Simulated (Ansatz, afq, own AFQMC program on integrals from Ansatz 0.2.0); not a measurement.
## Al₂H₄, singlet in cc-pVDZ, levels against CCSDT(Q)

```xyz
6

Al    0.0000    0.0000    1.3086
Al    0.0000    0.0000   -1.3086
H     0.0000    1.3533    2.1524
H     0.0000   -1.3533    2.1524
H     0.0000    1.3533   -2.1524
H     0.0000   -1.3533   -2.1524
```

Connectivity, by distances: AlH2–AlH2.

Basis cc-pVDZ. Only valence electrons are correlated. Integrals, coupled cluster, full CI and functionals: Ansatz 0.2.0; the random walks run on the same integrals in our own AFQMC program. ph-AFQMC/CISD is guided by a CISD state made of CCSD amplitudes; releasing the constraint for a short imaginary time cuts its bias at the price of noise, slowly where states lie close. Free AFQMC starts from the CCSD state and is never constrained. Its projection time is finite, and what remains of the start isn't in its error. ± is one standard error of the sampling.

Determinant: RHF, the one that the program's search chose, which needn't be the lowest solution. The geometry is a PBE0/def2-TZVP stationary point of this or a neighbouring charge and spin state.

No full CI on the walks' own integrals is used here; CCSDT(Q) serves as the reference and is uncertain by about the last step of the cluster series.

- T1 diagnostic: 0.0112
- weight of the determinant in the CISD state: 0.883
- size of the correlated space: 10 electrons in 46 orbitals

Reference: CCSDT(Q), correlation energy -4.838 eV. The released energy is read at 1.50 1/Eh (meV from the phaseless value at times in 1/Eh: -1 ± 10 at 0.24, 12 ± 8 at 0.50, 8 ± 6 at 1.00, 7 ± 8 at 1.50).

```json
{"level": "HF", "E − E(reference) (kJ/mol)": "466.8", "share of correlation (%)": "0.00"}
{"level": "MP2", "E − E(reference) (kJ/mol)": "119.0", "share of correlation (%)": "74.52"}
{"level": "CCSD", "E − E(reference) (kJ/mol)": "10.7", "share of correlation (%)": "97.70"}
{"level": "CCSD(T)", "E − E(reference) (kJ/mol)": "2.7", "share of correlation (%)": "99.42"}
{"level": "CCSDT", "E − E(reference) (kJ/mol)": "0.3", "share of correlation (%)": "99.93"}
{"level": "ph-AFQMC/HF", "E − E(reference) (kJ/mol)": "-7.4 ± 4.5", "share of correlation (%)": "101.59"}
{"level": "ph-AFQMC/CISD", "E − E(reference) (kJ/mol)": "-1.2 ± 0.7", "share of correlation (%)": "100.26"}
{"level": "released AFQMC", "E − E(reference) (kJ/mol)": "-0.5 ± 0.8", "share of correlation (%)": "100.11"}
{"level": "free AFQMC", "E − E(reference) (kJ/mol)": "0.7 ± 0.8", "share of correlation (%)": "99.84"}
```

Free projections are given only where their last times agree within the noise and don't stop above the reference; a slow remainder of the start can still hide under it. A walk keeps the symmetry of its determinant, which the program's search chose and which needn't be the lowest solution, so a lower state of the same spin and another symmetry isn't excluded. Released energies are given only where the last usable release times agree within the noise; a slower fall can still hide under it.
